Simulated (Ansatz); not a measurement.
Reaction (substitution at a C–C bond): `CCC(N)F` + `OCF` → `NC(F)OCF` + `CC`

Gas-phase electronic energies from Ansatz, PBE0-D4/def2-TZVP geometries. CCSD(T)/CBS is the MP2 limit (def2-TZVPP, def2-QZVPP) plus CCSD(T) − MP2 in def2-TZVPP, frozen cores. This one scheme is used for every species. One conformer a species, not always the lowest.

| species | CCSD(T)/CBS(def2) energy (Eh) |
| --- | --- |
| `CCC(N)F` | -273.47796 |
| `OCF` | -214.81254 |
| `NC(F)OCF` | -408.56533 |
| `CC` | -79.71954 |

Work out ΔE.

ΔE = (-408.56533) + (-79.71954) − (-273.47796) − (-214.81254) = 0.00563 Eh = +14.8 kJ/mol.

Largest T1 diagnostic among the species: 0.012.

In def2-TZVPP, CCSD(T) changes the Hartree–Fock value by +9.2 kJ/mol (the triples alone add −0.2 kJ/mol) and MP2 by +12.6 kJ/mol.
